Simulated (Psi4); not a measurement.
# One shape, several levels: singlet PO+

We compute a comparison of 6 runs (B3LYP/cc-pVTZ, BLYP/cc-pVTZ, M06-L/cc-pVTZ, PBE/cc-pVTZ, wB97M-V/cc-pVTZ, wB97X/cc-pVTZ) of singlet PO+. 

The results are computed with Psi4 1.11.

## (1) Starting point

The species is PO+ (2 atoms), meant as a singlet with charge +1. SMILES of the parent species: `O=[P]`. The coordinates come from a PBE0-D4/def2-TZVP relaxation. That shape belongs to the parent species and isn't relaxed for this state.

Bond lengths: O1–P2 1.474 Å.

## (2) Energy and gradient at B3LYP/cc-pVTZ (run 1)

Input file op.xyz:

```xyz
2
OP
O      0.000000     0.000000    -0.009450
P      0.000000     0.000000     1.464540
```

Input file job.py:

```python
import psi4

psi4.set_memory('2200 MB')
psi4.set_num_threads(1)
psi4.core.set_output_file('psi4.out', False)

with open('op.xyz') as f:
    atoms = ''.join(f.readlines()[2:])
mol = psi4.geometry('1 1\n' + atoms + 'symmetry c1')

psi4.set_options({
    'puream': True,
    'e_convergence': 1e-09,
    'd_convergence': 1e-08,
    'scf_type': 'pk',
    'dft_radial_points': 99,
    'dft_spherical_points': 590,
})

E = psi4.gradient('b3lyp/cc-pVTZ')
print('gradient / Eh bohr^-1')
print(E.np.round(6))
```

Started as:

```console
$ python job.py
```

psi4.out:

```text
[...]
  Running in c1 symmetry.
[...]
  Nuclear repulsion =   43.081204947387704
[...]
  Multiplicity = 1
[...]
  Nalpha       = 11
  Nbeta        = 11
[...]
    Number of basis functions: 64
[...]
   @RKS iter   1:  -416.07175633424760    1.23961e-01   1.12231e-02 ADIIS/DIIS
[...]
   @RKS iter  11:  -416.28588461573162   -7.38964e-13   1.39885e-09 DIIS
[...]
    Orbital Energies [Eh]
    ---------------------
    Doubly Occupied:
       1A    -77.543407     2A    -19.514389     3A     -6.995551
       4A     -5.158812     5A     -5.158812     6A     -5.151783
       7A     -1.352195     8A     -0.873347     9A     -0.708147
      10A     -0.708147    11A     -0.707050
[...]
  @RKS Final Energy:  -416.28588461573162
   => Energetics <=
    Nuclear Repulsion Energy =             43.0812049473877039
    One-Electron Energy =                -652.8962414464748463
    Two-Electron Energy =                 218.8823681256686768
    DFT Exchange-Correlation Energy =     -25.3532162423131737
    Empirical Dispersion Energy =           0.0000000000000000
    VV10 Nonlocal Energy =                  0.0000000000000000
    Total Energy =                       -416.2858846157316179
[...]
 Multipole Moments:
 ------------------------------------------------------------------------------------
     Multipole            Electronic (a.u.)      Nuclear  (a.u.)        Total (a.u.)
 ------------------------------------------------------------------------------------
 L = 1.  Multiply by 2.5417464519 to convert [e a0] to [Debye]
 Dipole X            :         -0.0000000            0.0000000           -0.0000000
 Dipole Y            :          0.0000000            0.0000000            0.0000000
 Dipole Z            :          1.8351605           -0.4665088            1.3686517
 Magnitude           :                                                    1.3686517
[...]
  -Total Gradient:
     Atom            X                  Y                   Z
    ------   -----------------  -----------------  -----------------
       1       -0.000000000000    -0.000000000000    -0.060266351117
       2       -0.000000000000     0.000000000000     0.060266261935
[...]
```

Standard output:

```text
gradient / Eh bohr^-1
[[-0.       -0.       -0.060266]
 [-0.        0.        0.060266]]
```

Wall time 8.1 s (1 thread of Intel Xeon 6975P-C (Granite Rapids), shared host); peak memory 0.63 GiB.

## (3) The energy at BLYP/cc-pVTZ (run 2)

Input file input.json:

```json
{
  "schema_name": "qcschema_input",
  "schema_version": 1,
  "molecule": {
    "schema_name": "qcschema_molecule",
    "schema_version": 2,
    "symbols": ["O", "P"],
    "geometry": [0.0, 0.0, -0.01785791, 0.0, 0.0, 2.7675795],
    "molecular_charge": 1,
    "molecular_multiplicity": 1,
    "fix_symmetry": "c1",
    "fix_com": true,
    "fix_orientation": true
  },
  "driver": "energy",
  "model": {
    "method": "blyp",
    "basis": "cc-pVTZ"
  },
  "keywords": {
    "puream": true,
    "e_convergence": 1e-09,
    "d_convergence": 1e-08,
    "scf_type": "pk",
    "dft_radial_points": 99,
    "dft_spherical_points": 590
  }
}
```

Started as:

```console
$ psi4 --qcschema input.json -n 1 --memory 2200MB
```

stdout:

```text
[...]
  Running in c1 symmetry.
[...]
  Nuclear repulsion =   43.081204973117664
[...]
  Multiplicity = 1
[...]
  Nalpha       = 11
  Nbeta        = 11
[...]
    Number of basis functions: 64
[...]
   @RKS iter   1:  -416.00918667605055    2.59235e-01   1.29017e-02 DIIS/ADIIS
[...]
   @RKS iter  10:  -416.28251512054572   -1.54614e-11   5.28152e-09 DIIS
[...]
    Orbital Energies [Eh]
    ---------------------
    Doubly Occupied:
       1A    -76.839019     2A    -19.157666     3A     -6.741625
       4A     -4.969738     5A     -4.969738     6A     -4.961761
       7A     -1.257060     8A     -0.812390     9A     -0.660269
      10A     -0.660269    11A     -0.652737
[...]
  @RKS Final Energy:  -416.28251512054572
   => Energetics <=
    Nuclear Repulsion Energy =             43.0812049731176643
    One-Electron Energy =                -652.8998042962687123
    Two-Electron Energy =                 224.9684236414199177
    DFT Exchange-Correlation Energy =     -31.4323394388146262
    Empirical Dispersion Energy =           0.0000000000000000
    VV10 Nonlocal Energy =                  0.0000000000000000
    Total Energy =                       -416.2825151205457246
[...]
 Multipole Moments:
 ------------------------------------------------------------------------------------
     Multipole            Electronic (a.u.)      Nuclear  (a.u.)        Total (a.u.)
 ------------------------------------------------------------------------------------
 L = 1.  Multiply by 2.5417464519 to convert [e a0] to [Debye]
 Dipole X            :          0.0000000            0.0000000            0.0000000
 Dipole Y            :          0.0000000            0.0000000            0.0000000
 Dipole Z            :        -38.2706086           41.3708292            3.1002206
 Magnitude           :                                                    3.1002206
[...]
```

The result, in JSON:

```text
{
 "driver": "energy",
 "model": {
  "method": "blyp",
  "basis": "cc-pVTZ"
 },
 "success": true,
 "return_result": -416.2825151205457,
 "properties": {
  "calcinfo_nbasis": 64,
  "calcinfo_nmo": 64,
  "calcinfo_nalpha": 11,
  "calcinfo_nbeta": 11,
  "calcinfo_natom": 2,
  "nuclear_repulsion_energy": 43.081204973117664,
  "return_energy": -416.2825151205457,
  "scf_one_electron_energy": -652.8998042962687,
  "scf_two_electron_energy": 224.96842364141992,
  "scf_xc_energy": -31.432339438814626,
  "scf_dipole_moment": [1.6990582790896679e-15, 3.922156090750747e-16, 3.1002206228704097],
  "scf_total_energy": -416.2825151205457,
  "scf_iterations": 10
 }
}
```

Wall time 3.9 s (1 thread of Intel Xeon 6975P-C (Granite Rapids), shared host); peak memory 0.63 GiB.

Run 3 isn't shown in full; the table further down has it.

## (4) The energy at PBE/cc-pVTZ (run 4)

input.json, as its differences from that of step 3:

```diff
@@ -10,5 +10,3 @@
     "molecular_multiplicity": 1,
-    "fix_symmetry": "c1",
-    "fix_com": true,
-    "fix_orientation": true
+    "fix_symmetry": "c1"
   },
@@ -16,3 +14,3 @@
   "model": {
-    "method": "blyp",
+    "method": "pbe",
     "basis": "cc-pVTZ"
```

Started as:

```console
$ psi4 --qcschema input.json -n 1 --memory 2200MB
```

stdout:

```text
[...]
  Running in c1 symmetry.
[...]
  Nuclear repulsion =   43.081204973117664
[...]
  Multiplicity = 1
[...]
  Nalpha       = 11
  Nbeta        = 11
[...]
    Number of basis functions: 64
[...]
   @RKS iter   1:  -415.80016960375104    2.33883e-01   1.19957e-02 ADIIS/DIIS
[...]
   @RKS iter  11:  -416.04188836876722   -7.38964e-13   1.53915e-09 DIIS
[...]
    Orbital Energies [Eh]
    ---------------------
    Doubly Occupied:
       1A    -76.775615     2A    -19.138109     3A     -6.743857
       4A     -4.964075     5A     -4.964075     6A     -4.955824
       7A     -1.265798     8A     -0.818401     9A     -0.667064
      10A     -0.667064    11A     -0.657346
[...]
  @RKS Final Energy:  -416.04188836876722
   => Energetics <=
    Nuclear Repulsion Energy =             43.0812049731176643
    One-Electron Energy =                -652.8703254315385038
    Two-Electron Energy =                 224.9326732711173804
    DFT Exchange-Correlation Energy =     -31.1854411814637693
    Empirical Dispersion Energy =           0.0000000000000000
    VV10 Nonlocal Energy =                  0.0000000000000000
    Total Energy =                       -416.0418883687672178
[...]
 Multipole Moments:
 ------------------------------------------------------------------------------------
     Multipole            Electronic (a.u.)      Nuclear  (a.u.)        Total (a.u.)
 ------------------------------------------------------------------------------------
 L = 1.  Multiply by 2.5417464519 to convert [e a0] to [Debye]
 Dipole X            :         -0.0000000            0.0000000           -0.0000000
 Dipole Y            :          0.0000000            0.0000000            0.0000000
 Dipole Z            :          1.7212894           -0.4665088            1.2547807
 Magnitude           :                                                    1.2547807
[...]
```

The result, in JSON:

```text
{
 "driver": "energy",
 "model": {
  "method": "pbe",
  "basis": "cc-pVTZ"
 },
 "success": true,
 "return_result": -416.0418883687672,
 "properties": {
  "calcinfo_nbasis": 64,
  "calcinfo_nmo": 64,
  "calcinfo_nalpha": 11,
  "calcinfo_nbeta": 11,
  "calcinfo_natom": 2,
  "nuclear_repulsion_energy": 43.081204973117664,
  "return_energy": -416.0418883687672,
  "scf_one_electron_energy": -652.8703254315385,
  "scf_two_electron_energy": 224.93267327111738,
  "scf_xc_energy": -31.18544118146377,
  "scf_dipole_moment": [-6.795561282654209e-15, 2.231657754226078e-14, 1.2547806627638844],
  "scf_total_energy": -416.0418883687672,
  "scf_iterations": 11
 }
}
```

It took 4.8 s on 1 thread of Intel Xeon 6975P-C (Granite Rapids), shared host; peak memory 0.63 GiB.

Run 5 isn't shown in full; the table further down has it.

## (5) Energy and gradient at wB97X/cc-pVTZ (run 6)

Input file run.py:

```python
import numpy as np
from ase.calculators.psi4 import Psi4
from ase import Atoms

atoms = Atoms(['O', 'P'], positions=[
    [0.000000, 0.000000, -0.009450],
    [0.000000, 0.000000, 1.464540],
])
calc = Psi4(atoms=atoms, method='wb97x', basis='cc-pVTZ', memory='2200MB', num_threads=1, charge=1, multiplicity=1, label='op', reference='rks')
calc.psi4.set_options({'puream': True, 'e_convergence': 1e-09, 'd_convergence': 1e-08, 'scf_type': 'pk', 'dft_radial_points': 99, 'dft_spherical_points': 590})
atoms.calc = calc

forces = atoms.get_forces()
print(f'energy: {atoms.get_potential_energy():.6f} eV')
print('forces / eV A^-1')
print(np.round(forces, 5))
```

Started as:

```console
$ python run.py
```

op.dat:

```text
[...]
  Running in c1 symmetry.
[...]
  Nuclear repulsion =   43.081204947387704
[...]
  Multiplicity = 1
[...]
  Nalpha       = 11
  Nbeta        = 11
[...]
    Number of basis functions: 64
[...]
   @RKS iter   1:  -416.10293591068933   -1.71127e-01   8.73764e-03 ADIIS/DIIS
[...]
   @RKS iter  10:  -416.23749582652789   -2.27942e-11   7.09435e-09 DIIS
[...]
    Orbital Energies [Eh]
    ---------------------
    Doubly Occupied:
       1A    -77.534040     2A    -19.578701     3A     -7.093272
       4A     -5.255270     5A     -5.255270     6A     -5.246666
       7A     -1.472402     8A     -0.983228     9A     -0.809486
      10A     -0.809486    11A     -0.807328
[...]
  @RKS Final Energy:  -416.23749582652789
   => Energetics <=
    Nuclear Repulsion Energy =             43.0812049473877039
    One-Electron Energy =                -652.8877957799136311
    Two-Electron Energy =                 217.1875943596140814
    DFT Exchange-Correlation Energy =     -23.6184993536160555
    Empirical Dispersion Energy =           0.0000000000000000
    VV10 Nonlocal Energy =                  0.0000000000000000
    Total Energy =                       -416.2374958265278906
[...]
 Multipole Moments:
 ------------------------------------------------------------------------------------
     Multipole            Electronic (a.u.)      Nuclear  (a.u.)        Total (a.u.)
 ------------------------------------------------------------------------------------
 L = 1.  Multiply by 2.5417464519 to convert [e a0] to [Debye]
 Dipole X            :         -0.0000000            0.0000000           -0.0000000
 Dipole Y            :         -0.0000000            0.0000000           -0.0000000
 Dipole Z            :          1.8625215           -0.4665088            1.3960127
 Magnitude           :                                                    1.3960127
[...]
  -Total Gradient:
     Atom            X                  Y                   Z
    ------   -----------------  -----------------  -----------------
       1       -0.000000000000    -0.000000000000    -0.077562167770
       2        0.000000000001     0.000000000000     0.078146126700
[...]
```

The script printed:

```text
energy: -11326.399177 eV
forces / eV A^-1
[[ 0.       0.       3.98841]
 [-0.      -0.      -4.01844]]
```

Run time: 10 s. Hardware: 1 thread of Intel Xeon 6975P-C (Granite Rapids), shared host; peak memory 0.69 GiB.

## (6) All runs side by side

```csv
run,level,task,energy (Eh),HOMO energy (eV),LUMO energy (eV),HOMO–LUMO gap (eV),wall time
1,B3LYP/cc-pVTZ,gradient,-416.285885,-19.24,-11.72,7.52,8.1 s
2,BLYP/cc-pVTZ,energy,-416.282515,-17.76,-12.34,5.42,3.9 s
3,M06-L/cc-pVTZ,gradient,-416.252078,-18.08,-12.16,5.92,9 s
4,PBE/cc-pVTZ,energy,-416.041888,-17.89,-12.46,5.42,4.8 s
5,wB97M-V/cc-pVTZ,energy,-416.240972,-21.84,-9.06,12.77,11 s
6,wB97X/cc-pVTZ,gradient,-416.237496,-21.97,-9.06,12.91,10 s
```

## (7) Summary of results

```
                       quantity          value
            run 6: total energy  -416.23750 Eh
             run 6: HOMO energy      -21.97 eV
             run 6: LUMO energy       -9.06 eV
           run 6: HOMO–LUMO gap       12.91 eV
run 6: largest force on an atom     4.018 eV/Å
```

**Reading.** The HOMO–LUMO gap runs from 5.42 eV (BLYP/cc-pVTZ) to 12.91 eV (wB97X/cc-pVTZ). Totals of different functionals can't be ranked against each other. All runs together took 47 s, the longest 11 s.
